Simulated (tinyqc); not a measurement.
Orbital energy against energy difference: ionisation energy by orbital energies and by energy differences in the cc-pvdz basis, for LiH, spin multiplicity 1. Computed by the program tinyqc with PySCF. The cation is unrestricted; errors are against CCSD(T) in this basis, not against experiment.

Geometry (angstrom):

| atom | x | y | z |
|---|---|---|---|
| Li | 0.0000 | 0.0000 | 0.0000 |
| H | 0.0000 | 0.0000 | 1.5610 |

CCSD(T) difference in the same basis = 7.8990 eV

IP-EOM-CCSD = 7.8992 eV

First vertical ionisation energy (eV):

| method | -e(HOMO) | E(cation) - E | error of -e(HOMO) | error of the difference |
|---|---|---|---|---|
| HF | 8.2275 | 7.059028 | 0.3286 | -0.8400 |
| LDA | 4.4100 | 8.257463 | -3.4890 | 0.3585 |
| B3LYP | 5.3411 | 8.330715 | -2.5579 | 0.4317 |
| PBE0 | 5.4745 | 8.052917 | -2.4244 | 0.1539 |
| CAM-B3LYP | 6.8878 | 8.316080 | -1.0112 | 0.4171 |
| LC-wPBE | 8.1951 | 8.131953 | 0.2961 | 0.2330 |

Estimate the missing row, method = PBE.

Computed row:
```
method  -e(HOMO)  E(cation) - E  error of -e(HOMO)  error of the difference
PBE       4.3945       8.094076            -3.5045                   0.1951
```

Koopmans errs by +0.33 eV and Delta-HF by -0.84 eV: relaxation, 1.17 eV, lowers the value and the missing correlation difference works against it. The PBE level is off by -3.5 eV through the wrong tail of its potential, though its energy difference is off by +0.20 eV; exact exchange deepens the level, and among the orbital energies LC-wPBE comes closest; among the differences PBE0 does.
